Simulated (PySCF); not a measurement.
**How exact exchange moves a shielding**

Molecule: `C=CC`, C3H6.

Geometry (Å), atoms numbered from 1 in this order:
```xyz
9

C     1.358    0.091   -0.255
C     0.278   -0.108    0.501
C    -1.136   -0.011    0.032
H     1.272    0.349   -1.316
H     2.368    0.004    0.155
H     0.419   -0.365    1.559
H    -1.691    0.755    0.600
H    -1.195    0.245   -1.036
H    -1.672   -0.962    0.188
```

GIAO shieldings (ppm, equivalent atoms averaged) in PySCF 2.14 on the PBE0-D3(BJ)/def2-SVP geometry, basis pcSseg-2, gas phase, non-relativistic:

| functional | exact exchange (%) | σ(C1) | σ(C3) |
| --- | --- | --- | --- |
| BLYP | 0 | 53.0 | 150.9 |
| BP86 | 0 | 56.1 | 155.3 |
| PBE | 0 | 55.9 | 155.5 |
| B3LYP | 20 | 55.1 | 155.9 |
| PBE0 | 25 | 58.7 | 161.2 |
| BHandHLYP | 50 | 59.1 | 162.1 |
| HF | 100 | 68.2 | 170.8 |

Task: Fit each shielding as a line in the percentage of exact exchange.

Result: σ(C1) = 54.5 + 0.13 x (rms 1.5 ppm); σ(C3) = 154.1 + 0.17 x (rms 1.9 ppm). The functionals also differ in their semilocal parts, which the line can't hold; Hartree–Fock has no correlation at all.

Task: What does the line predict for mPW1PW91 (25 %), and what does the run give?

Result: σ(C1): 57.8 predicted, 58.0 computed; σ(C3): 158.3 predicted, 160.5 computed ppm.
